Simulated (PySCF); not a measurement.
# Assignment exercise: C₄H₈

Atom-mapped SMILES (the numbers label the heavy atoms): `[CH3:1][CH:2]1[CH2:3][CH2:4]1`; H(Xn) means a hydrogen on atom n. Ha(C3), Ha(C4) are cis to C1 on the ring; Hb(C3), Hb(C4) are trans to C1 on the ring.

Method: J: B3LYP/pcJ-1 (without the spin–dipole term), GFN2-xTB structure, GIAO PBE0/pcSseg-1 shieldings, in PySCF 2.14 (averaged over atoms made equivalent by symmetry, fast rotation or ring inversion, isolated molecule, relativity neglected, one conformer).

Referencing at the same level of theory: $^{13}$C, $^{1}$H vs TMS.

**Question.** Assign these signals to the numbered atoms. $^{13}$C{$^{1}$H} NMR (computed): δ 21.8, 8.2, 7.2.

**Answer.** 
21.8 → C1, methyl carbon: aliphatic region, no heteroatom directly attached
8.2 → C2, three-membered-ring carbon: carbons of three-membered rings are unusually shielded
7.2 → C3/C4, three-membered-ring carbon

C2 and C3/C4 lie closer than the usual error of such a calculation, so a measured spectrum could show them in the other order.

**Question.** Assign these signals to the numbered atoms. $^{1}$H NMR (600 MHz, computed): δ 1.09 (d, J = 6.3 Hz, 3H), 0.67 (tqt, J = 9.0, 6.3, 5.3 Hz, 1H), 0.43 (m, 2H), -0.07 (m, 2H).

**Answer.** 
| δ (ppm) | atoms | environment | reason |
| --- | --- | --- | --- |
| 1.09 | H(C1) | hydrogen on a methyl carbon | far from electronegative atoms and π systems |
| 0.67 | H(C2) | hydrogen on a three-membered-ring carbon | cyclopropane-type protons are shielded by the ring |
| 0.43 | Hb(C3)/Hb(C4) | hydrogen on a three-membered-ring carbon | – |
| -0.07 | Ha(C3)/Ha(C4) | hydrogen on a three-membered-ring carbon | – |

Splittings below 1 Hz are ignored in the labels, and close J values are merged. Couplings among chemically equivalent protons are left out too, so labels in AA′BB′ or AA′XX′ sets are apparent multiplicities. Unscaled 3J(H,H) at this level run about 10 % above measured values. Shifts are as computed. Against solution values, carbons near 30 ppm lie about +3 ppm off and those near 130 ppm about +5 ppm. Of 1211 compounds with measured shifts, 218 miss one by over three times the rms of a fit or turn the order of signals round; such compounds aren't used in these exercises.
